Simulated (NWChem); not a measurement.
A calculation on fluorine (F2)

The numbers come from NWChem runs, not from measurements. The geometry was optimised at PBE0/def2-SVP, a minimum by its harmonic frequencies.

The NWChem input:

```
start mol
memory heap 200 mb stack 900 mb global 1100 mb
geometry "system" units angstroms nocenter noautoz noautosym
  F      0.000000     0.000000     0.688226
  F      0.000000     0.000000    -0.688226
end
set geometry "system"
basis spherical
  * library 6-31g*
end
dft
  xc b3lyp
  semidirect memsize 60000000 filesize 0
  iterations 100
  convergence energy 1e-10 density 1e-9 gradient 1e-8
  tolerances tight
end
task dft energy
rt_tddft
  tmax 150.0
  dt 0.2
  tag "kick"
  print dipole
  field "kick"
    type delta
    polarization y
    max 0.0001
  end
  excite "system" with "kick"
end
task dft rt_tddft
```

Change of the dipole's y component after the kick, in units of 1e-4 a.u.:

| time (a.u.) | Δμ |
|---|---|
| 0.0 | 0.000 |
| 0.4 | 0.391 |
| 0.8 | 0.599 |
| 1.2 | 0.326 |
| 1.6 | -0.189 |
| 2.0 | -0.517 |
| 2.4 | -0.402 |
| 2.8 | 0.027 |
| 3.2 | 0.391 |
| 3.6 | 0.393 |
| 4.0 | 0.056 |
| 4.4 | -0.307 |
| 4.8 | -0.376 |
| 5.2 | -0.107 |
| 5.6 | 0.250 |
| 6.0 | 0.381 |
| 6.4 | 0.181 |
| 6.8 | -0.172 |
| 7.2 | -0.375 |
| 7.6 | -0.266 |
| 8.0 | 0.058 |
| 8.4 | 0.325 |
| 8.8 | 0.318 |
| 9.2 | 0.058 |
| 9.6 | -0.229 |
| 10.0 | -0.313 |
| 10.4 | -0.144 |
| 10.8 | 0.119 |
| 11.2 | 0.256 |
| 11.6 | 0.174 |
| 12.0 | -0.034 |
| 12.4 | -0.181 |
| 12.8 | -0.149 |
| 13.2 | 0.010 |
| 13.6 | 0.136 |
| 14.0 | 0.111 |
| 14.4 | -0.033 |
| 14.8 | -0.149 |
| 15.4 | -0.052 |
| 15.8 | 0.117 |
| 16.2 | 0.203 |
| 16.6 | 0.124 |
| 17.0 | -0.063 |
| 17.4 | -0.208 |
| 17.8 | -0.198 |
| 18.2 | -0.044 |
| 18.6 | 0.129 |
| 19.0 | 0.192 |
| 19.4 | 0.114 |
| 19.8 | -0.025 |
| 20.2 | -0.117 |
| 20.6 | -0.104 |
| 21.0 | -0.017 |
| 21.4 | 0.062 |
| 21.8 | 0.066 |
| 22.2 | -0.004 |
| 22.6 | -0.077 |
| 23.0 | -0.077 |
| 23.4 | 0.009 |
| 23.8 | 0.114 |
| 24.2 | 0.143 |
| 24.6 | 0.051 |
| 25.0 | -0.105 |
| 25.4 | -0.204 |
| 25.8 | -0.150 |
| 26.2 | 0.037 |
| 26.6 | 0.215 |
| 27.0 | 0.231 |
| 27.4 | 0.056 |
| 27.8 | -0.176 |
| 28.2 | -0.269 |
| 28.6 | -0.139 |
| 29.0 | 0.108 |
| 29.4 | 0.265 |
| 29.8 | 0.195 |
